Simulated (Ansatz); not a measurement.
I need a rigid scan of one bond length of C2H2S, SMILES C1=CS1. Use Ansatz 0.2.0, Python API. Settings (for the species named): r2scan0, def2-SVP basis, multiplicity 1.

```yaml
atoms:
  - { symbol: C, position_ang: [-0.4396, -0.4811, -0.1194] }
  - { symbol: C, position_ang: [0.3588, 0.5311, 0.0523] }
  - { symbol: S, position_ang: [0.9131, -0.9576, 0.5984] }
  - { symbol: H, position_ang: [-1.3685, -0.7299, -0.4991] }
  - { symbol: H, position_ang: [0.5861, 1.5639, -0.0737] }
```

`scan_c2h2s.py`:
```python
# -*- coding: utf-8 -*-
"""Potential curve of C2H2S along one bond."""

import ansatz as az
import numpy as np

geometry_ang = [
    ("C", (-0.4396, -0.4811, -0.1194)),
    ("C", (0.3588, 0.5311, 0.0523)),
    ("S", (0.9131, -0.9576, 0.5984)),
    ("H", (-1.3685, -0.7299, -0.4991)),
    ("H", (0.5861, 1.5639, -0.0737)),
]
c2h2s = az.Crystal.molecule()
for symbol, xyz in geometry_ang:
    c2h2s = c2h2s.atom(symbol, xyz)

symbols = [site.symbol for site in c2h2s.cartesian_sites]
start = np.array([site.position_ang for site in c2h2s.cartesian_sites])
axis = (start[4] - start[1]) / np.linalg.norm(start[4] - start[1])
moving = [4]
lengths, energies = [0.937, 0.98, 1.022, 1.065, 1.108, 1.15, 1.193, 1.257], []
for length in lengths:
    xyz = start.copy()
    xyz[moving] += (length - np.linalg.norm(start[4] - start[1])) * axis
    point = az.Crystal.molecule()
    for symbol, place in zip(symbols, xyz):
        point = point.atom(symbol, place.tolist())
    job = point.calculation()
    job = job.basis(gaussian="def2-SVP").functional("r2scan0")
    summary = job.run(threads=1).report
    energies.append(summary["free_energy_ev"])
    print(f"r = {length:6.3f} A  E = {energies[-1]:.5f} eV  <S^2> = {abs(summary['mean_field']['state']['spin_squared']):.3f}")

# quartic fit about the minimum
fit = np.polynomial.Polynomial.fit(lengths, np.array(energies) - min(energies), 4).convert()
roots = [r.real for r in fit.deriv().roots() if abs(r.imag) < 1e-9 and fit.deriv(2)(r.real) > 0]
r_e = min(roots, key=lambda r: abs(r - lengths[int(np.argmin(energies))]))
print(f"minimum of the fit at {r_e:.4f} A, force constant {fit.deriv(2)(r_e):.2f} eV/A^2")
```

Running `python scan_c2h2s.py` prints:
```text
r =  0.937 A  E = -12929.84277 eV  <S^2> = 0.000
r =  0.980 A  E = -12930.13102 eV  <S^2> = 0.000
r =  1.022 A  E = -12930.29208 eV  <S^2> = 0.000
r =  1.065 A  E = -12930.35915 eV  <S^2> = 0.000
r =  1.108 A  E = -12930.34804 eV  <S^2> = 0.000
r =  1.150 A  E = -12930.27793 eV  <S^2> = 0.000
r =  1.193 A  E = -12930.15885 eV  <S^2> = 0.000
r =  1.257 A  E = -12929.91605 eV  <S^2> = 0.000
minimum of the fit at 1.0791 A, force constant 38.99 eV/A^2
```

Notes:
- Total energies depend on the basis set; only differences at equal settings carry meaning.
- The rest of the molecule is held rigid at a force-field or estimated start geometry, and the basis set is modest; single-reference methods fail as a bond breaks.
- The orbitals are restricted, so S² is zero by construction.
- Run time: 15 s on 1 thread of Arm Neoverse V1, with other jobs on the host, peak memory 0.18 GiB.
